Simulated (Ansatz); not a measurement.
Input and output for `CCC=C(C)C`.

```yaml
crystal:
  periodic: [false, false, false]
  atoms:
    - {symbol: C, position_ang: [-2.187580, -1.226689, -0.435793]}
    - {symbol: C, position_ang: [-0.839919, -1.306915, 0.137380]}
    - {symbol: C, position_ang: [-0.169298, 0.016598, 0.641352]}
    - {symbol: C, position_ang: [0.748609, 0.471312, 0.166376]}
    - {symbol: C, position_ang: [1.057056, 1.855223, 0.671728]}
    - {symbol: C, position_ang: [1.602786, 0.106173, -0.772878]}
    - {symbol: H, position_ang: [-2.980821, -0.587154, 0.228968]}
    - {symbol: H, position_ang: [-2.684870, -2.255291, -0.732999]}
    - {symbol: H, position_ang: [-2.174818, -0.645752, -1.477293]}
    - {symbol: H, position_ang: [-0.078545, -1.921405, -0.680127]}
    - {symbol: H, position_ang: [-0.952556, -1.959941, 1.021743]}
    - {symbol: H, position_ang: [-0.915602, 0.492464, 1.534802]}
    - {symbol: H, position_ang: [2.172425, 1.805279, 1.227291]}
    - {symbol: H, position_ang: [0.395899, 2.214317, 1.273406]}
    - {symbol: H, position_ang: [1.219416, 2.703027, -0.058304]}
    - {symbol: H, position_ang: [2.655845, -0.082943, -0.398492]}
    - {symbol: H, position_ang: [1.877789, 0.816986, -1.744223]}
    - {symbol: H, position_ang: [1.480547, -0.847107, -1.438850]}
basis:
  gaussian: {orbitals: "6-31G*", point_charges: [{charge: 1.00, position_ang: [6.332, -0.676, -0.458]}]}
hamiltonian: {xc: {name: wB97X}}
output: {forces: true}
```

```sh
$ ansatz run in.yaml --threads 2 --pin off --events-out ev --progress --plain --max-ram 22528MiB --backend cpu
```

Output, abridged:

```
Functional definition: wB97X
1246 factors; integrals over basis functions are off by at most 7.0e-4 eV
336 factors; integrals over basis functions are off by at most 5.0e-6 eV
mean field evaluation 1: about -6405.7121 eV, gradient 4.3e1 eV
mean field evaluation 2: about -6407.6644 eV, gradient 3.3e1 eV
mean field evaluation 4: about -6410.2382 eV, gradient 1.2e0 eV
mean field evaluation 8: about -6410.5041 eV, gradient 6.3e-2 eV
mean field evaluation 16: about -6410.5041 eV, gradient 2.2e-5 eV
mean field -6410.50409326 eV, -235.5816802317 hartree, gradient 2.2e-5 eV, S^2 0.000000; 0 other end points of the search recorded, 0 dependent functions left out
reference -6410.50406707 eV, -235.5816792691 hartree; 24, 24 occupied and 90, 90 virtual orbitals, 1246 factors
Total energy: -6410.50406707 eV, -235.5816792691 hartree
Atom 0 at    -2.187580    -1.226689    -0.435793 Å, force    -4.229156     1.793958    -2.828364 eV/Å
Atom 1 at    -0.839919    -1.306915     0.137380 Å, force     3.492865    -2.005870     0.052039 eV/Å
Atom 2 at    -0.169298     0.016598     0.641352 Å, force   -21.904507   -10.860042     9.612966 eV/Å
Atom 3 at     0.748609     0.471312     0.166376 Å, force    12.432461    13.666018    -3.465041 eV/Å
Atom 4 at     1.057056     1.855223     0.671728 Å, force     8.397335    -0.292072    -2.536007 eV/Å
Atom 5 at     1.602786     0.106173    -0.772878 Å, force     7.950294    -3.811140   -10.427642 eV/Å
Atom 6 at    -2.980821    -0.587154     0.228968 Å, force     1.944019    -1.718484    -1.374076 eV/Å
Atom 7 at    -2.684870    -2.255291    -0.732999 Å, force     1.122908     1.910978     1.021055 eV/Å
Atom 8 at    -2.174818    -0.645752    -1.477293 Å, force    -0.026970    -1.024544     2.107043 eV/Å
Atom 9 at    -0.078545    -1.921405    -0.680127 Å, force    -2.183990     1.735293     2.468456 eV/Å
Atom 10 at    -0.952556    -1.959941     1.021743 Å, force     0.501303    -0.107108    -0.179385 eV/Å
Atom 11 at    -0.915602     0.492464     1.534802 Å, force     2.423917    -1.036573    -2.562331 eV/Å
Atom 12 at     2.172425     1.805279     1.227291 Å, force    -2.854329     0.298781    -1.055017 eV/Å
Atom 13 at     0.395899     2.214317     1.273406 Å, force    -4.336810     1.997423     4.510449 eV/Å
Atom 14 at     1.219416     2.703027    -0.058304 Å, force    -0.172386    -1.304207    -0.056006 eV/Å
Atom 15 at     2.655845    -0.082943    -0.398492 Å, force    -0.764992     0.381906     0.184003 eV/Å
Atom 16 at     1.877789     0.816986    -1.744223 Å, force    -1.174178    -0.811442     2.825416 eV/Å
Atom 17 at     1.480547    -0.847107    -1.438850 Å, force    -0.578963     1.177382     1.693514 eV/Å
Dipole moment:    -0.252742     0.030674    -0.008600 e Å
```

Run time 6.5 s (2 threads of an AMD EPYC 7R13 on a shared host); peak host memory 0.39 GiB.
